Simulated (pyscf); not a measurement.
## Routes from H₃Si–PH₂ (SMILES [SiH3]P) + H₂O (SMILES O)

Candidate steps break at most two bonds and form at most two. Each was searched with GFN2-xTB (tblite) first. Structures and frequencies: ωB97X-D3(BJ)/def2-SVP in PySCF. Energies: ωB97M-D3(BJ)/def2-TZVP, kJ/mol, from the separated reactants, singlet surface; ΔG‡ with ideal gas, 1 atm, RRHO with modes under 100 cm⁻¹ raised to 100, one conformer, R ln 2 for chiral ones without a mode under 150 cm⁻¹.

```csv
products,type,ΔE‡,ΔE,ΔG‡ 298 K,ΔG‡ 900 K,ν‡ (cm⁻¹)
HO–SiH₂–PH₂ + H₂,four-centre exchange,143.2,-68.2,181.6,274.0,1282i
HO–PH–SiH₃ + H₂,four-centre exchange,298.1,+45.6,329.8,417.7,1777i
```

Plain bond fissions and candidates not yet searched are not listed, and one of them may be faster. Each barrier is that of the saddle found; lower ones may exist.
